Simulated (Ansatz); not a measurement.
`N#CCCl` + `CCCl` → `CC(Cl)CCl` + `C#N` at 298.15 K and 1 bar (formal exchange of groups at a C–C bond).

Gas-phase electronic energies from Ansatz, PBE0-D4/def2-TZVP geometries. CBS: MP2 limit from def2 TZ/QZ plus the TZ coupled-cluster correction, frozen cores. This one scheme is used for every species. Each species was taken in one conformer, which may not be the lowest.

| species | CCSD(T)/CBS energy (Eh) | H − E (kJ/mol) | S (J/(mol·K)) |
| --- | --- | --- | --- |
| `N#CCCl` | -591.75758 | 111.1 | 285.3 |
| `CCCl` | -538.89655 | 188.1 | 274.6 |
| `CC(Cl)CCl` | -1037.33749 | 245.4 | 332.9 |
| `C#N` | -93.32098 | 52.4 | 201.2 |

H − E and S are ideal-gas, rigid-rotor, harmonic terms from PBE0-D4/def2-TZVP, for one conformer and one mirror image of each species. 1 Eh = 2625.50 kJ/mol, R = 8.31446 J/(mol·K).

Problem. By hand: ΔE, ΔH, ΔS and ΔG.

Solution. ΔE = (-1037.33749) + (-93.32098) − (-591.75758) − (-538.89655) = -0.00434 Eh = -11.4 kJ/mol. Δ(H − E) = 245.4 + 52.4 − 111.1 − 188.1 = -1.4, so ΔH = -12.8 kJ/mol. ΔS = 332.9 + 201.2 − 285.3 − 274.6 = -25.8 J/(mol·K). ΔG = -12.8 − 298.15 × (-25.8)/1000 = -5.1 kJ/mol.

Problem. By hand: the equilibrium constant, and the temperature at which ΔG would vanish if ΔH and ΔS stayed fixed.

Solution. log₁₀ K = −ΔG/(RT ln 10) = 0.9. ΔG = 0 at ΔH/ΔS = 496 K.

TΔS isn't small against ΔH here. The sign of ΔG lies within the doubt. A doubt of 5 kJ/mol in ΔE shifts log₁₀ K by 0.9 here. Other conformers and mirror images would add mixing entropy, several J/(mol·K) or more a flexible species. These are equilibria of isolated gas molecules and say nothing of rates. Largest T1 diagnostic: 0.014 (customary marks: 0.02 for closed shells, 0.045 for open ones).
